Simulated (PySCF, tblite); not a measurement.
# C₄H₈N radical: geometry, infrared bands and EPR parameters

What infrared bands and EPR parameters should C₄H₈N radical (`[CH2]/C=C/CN`) show?

Computed with tblite 0.8.0 and PySCF 2.14.0, with density-fitted response routines of our own, on a single molecule in the gas phase. Atoms count from 0, in the outputs and in this text.

## (1) The starting structure

13 atoms, charge 0, multiplicity 2; geometry from: force field or distance geometry start.

Bonds of the start (Å): C0–C1 1.44, C1–C2 1.32, C2–C3 1.50, C3–N4 1.44, C0–H5 1.08, C0–H6 1.08, C1–H7 1.10, C2–H8 1.09, C3–H9 1.11, C3–H10 1.10, N4–H11 1.02, N4–H12 1.02.

## (2) Geometry optimisation with GFN2-xTB

What the job is given:

```
{"job": {"kind": "relax", "xc": "GFN2-xTB", "basis": "xTB"}, "charge": 0, "multiplicity": 2}
C      2.419700     0.364000     0.159800
C      1.089900    -0.052500     0.533100
C      0.100900    -0.203300    -0.331800
C     -1.284000    -0.648100     0.028500
N     -2.259400     0.380700    -0.249200
H      2.648500     0.590800    -0.873800
H      3.180100     0.465600     0.915300
H      0.943600    -0.257200     1.604200
H      0.269800    -0.005800    -1.389600
H     -1.350900    -0.917500     1.103500
H     -1.534500    -1.560300    -0.532400
H     -2.222200     0.613800    -1.244600
H     -2.005800     1.230200     0.259300
```

Run with:

```bash
$ OMP_NUM_THREADS=1 python probes_run.py task.json out
```

This one command runs all jobs of the session in turn.

**Question.** This job is followed by: GFN2-xTB harmonic vibrations, gas phase; UKS B3LYP, pcH-1 on C H N, non-relativistic, mean-field spin-orbit, GIAO. What will the session give for the following? strongest single infrared mode (GFN2-xTB); zero-point energy (GFN2-xTB); g(iso) (B3LYP); ⟨S²⟩; largest a(iso) (averaged by class); potential on the surface of density 0.002 e/bohr³, 1st and 99th percentile.

As calculated:

| quantity | value |
| --- | --- |
| strongest single infrared mode (GFN2-xTB) | 962 cm⁻¹, 189 km/mol |
| zero-point energy (GFN2-xTB) | 68.8 kcal/mol |
| g(iso) (B3LYP) | 2.00249 |
| ⟨S²⟩ | 0.775 (exact 0.75) |
| largest a(iso) (averaged by class) | 13C on C2, 56.0 MHz |
| potential on the surface of density 0.002 e/bohr³, 1st and 99th percentile | -1.74 V and 1.32 V |

Over 34 steps the energy fell by 0.186 eV; of the close pairs, C0–C1 changed most, 1.443 to 1.368 Å. No mode is imaginary among the 33: a minimum at this level. The strongest single mode, at 962 cm⁻¹, is spread over several atoms, N4, H12, H11, H6 among them. Unscaled tight-binding wavenumbers are off by several per cent, some by more. Its intensities can rank the bands wrongly. The largest spin populations lie on C0 (0.67 e), C2 (0.64 e). The isotropic g lies 0.2 ppt above the free-electron value. These values are for one conformer; the search (at its own cheap level) found 1 more, at 0.60 kcal/mol, and measured spectra average over such forms.
